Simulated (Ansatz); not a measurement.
# AlSiP (singlet): wave-function methods side by side at a displaced geometry (v2), cc-pVDZ

An exercise on one series of results from a longer session: the logs are not shown, and one member is left open.

Program: Ansatz 0.2.0, Gaussian basis. Level of theory: cc-pVDZ, core rule «outside noble gas», up to 15 orbitals frozen. These are calculated values, not measurements.

Plan: UHF; CCSD(T) on RHF; BCCD(T) on RHF; CISD; CCSDT(Q) on RHF; CCSDT(Q) on UHF.

31 further runs of the same task are left out: 22 that didn't finish, 9 set aside as unsound or not needed.

### What is computed

The geometry is a PBE0/def2-TZVP stationary point (not a proven minimum) with its atoms shifted at random (size 0.100 Å).

3 atoms, charge 0, spin multiplicity 1.

Atoms are counted from 1 here; the program's logs count them from 0.

Bond lengths: Al1–Si2 2.582 Å, Si2–P3 1.986 Å. Angles: Al1–Si2–P3 174.0°.

As a file:

```xyz
3

Al    0.08438    0.00522    2.37923
Si   -0.08050    0.01360   -0.19758
P    -0.00388   -0.01883   -2.18166
```

The first run:

in.yaml

```yaml
crystal:
  periodic: [false, false, false]
  atoms:
    - {symbol: Al, position_ang: [0.084376, 0.005225, 2.379231]}
    - {symbol: Si, position_ang: [-0.080498, 0.013599, -0.197575]}
    - {symbol: P, position_ang: [-0.003878, -0.018825, -2.181656]}
basis:
  gaussian: {orbitals: cc-pVDZ}
magnetization: {spin_polarized: true, initial_magnetization: 0}
hamiltonian: {xc: hf}
output: {orbitals: {seedname: orbitals}}
```

Command:

```console
$ ansatz run in.yaml --threads 1 --pin off --events-out ev --progress --plain --max-ram 2393MiB
```

Among the steps run: UHF; CCSD(T) on RHF; BCCD(T) on RHF; CISD; CCSDT(Q) on RHF; CCSDT(Q) on UHF.

One table of the session follows, with a row left open; its other results are not shown here.

It belongs to the step «Misses and costs». 

```
   method  from RCCSDT(Q) (kcal/mol)
      RHF                    +190.10
     RMP2                     +31.39
     CISD                          ?
    RCCSD                     +13.88
 RCCSD(T)                      +2.22
  BCCD(T)                      +2.16
   RCCSDT                      +1.59
RCCSDT(Q)                          0
```

Estimate the missing values for CISD.

**Answer.** from RCCSDT(Q) (kcal/mol): +37.46. In the column «from RCCSDT(Q) (kcal/mol)» it lies between RMP2 (+31.39) and RHF (+190.10).

Not comparable, so not listed: CCSDT(Q) on UHF (they don't share determinant, frozen orbitals or solution with the rows shown, or repeat one).
